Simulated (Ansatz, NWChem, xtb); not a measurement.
## Loss of H2: C3H8 → C3H6 + H2

Species: C3H8 (propane) `CCC`, singlet; C3H6 `C=CC`, singlet; H2 (hydrogen), singlet. 

Shapes, held fixed at every level: PBE0-D4/def2-TZVP. Programs: Ansatz 0.2.0, NWChem 7.3.0, xtb 6.7.1. A level may come from different programs for different species; with the same settings they agree closely. The zero-point and thermal change to 298 K, harmonic and unscaled (PBE0-D4/def2-TZVP), is -28.4 kJ/mol.

Problem. Estimate ΔH(298 K) of this reaction.

Solution. The highest level, CCSD(T)/CBS estimate, gives ΔH(298 K) = +126.5 kJ/mol; the levels span -14.5 to +142.7. They disagree on the sign: 8 of 9 are positive. GFN0-xTB strays far from the other rows. The column of differences is taken from that level and isn't an error. No measured value is set beside it here. The CBS estimate extrapolates MP2 from def2-TZVPP and def2-QZVPP and adds CCSD(T) − MP2 in the triple-zeta set, cores frozen; for H2 it overshoots the exact energy by about 1 mEh.

| level | kind | ΔH(298 K) (kJ/mol) | less CCSD(T)/CBS estimate |
| --- | --- | --- | --- |
| GFN0-xTB | semi-empirical | -14.5 | -141.0 |
| HF/def2-SVP | Hartree–Fock | +137.7 | +11.2 |
| B3LYP-D4/def2-TZVPP | global hybrid | +120.3 | -6.2 |
| PBE0-D4/def2-TZVPP | global hybrid | +142.1 | +15.6 |
| r2SCAN0-D4/def2-TZVPP | global hybrid | +142.3 | +15.8 |
| wB97M-V/def2-TZVPP | range-separated hybrid | +130.7 | +4.2 |
| MP2/def2-SVP | perturbation theory | +142.7 | +16.2 |
| CCSD(T)/def2-SVP | coupled cluster or CI | +135.8 | +9.3 |
| CCSD(T)/CBS estimate | coupled cluster or CI | +126.5 | 0.0 |
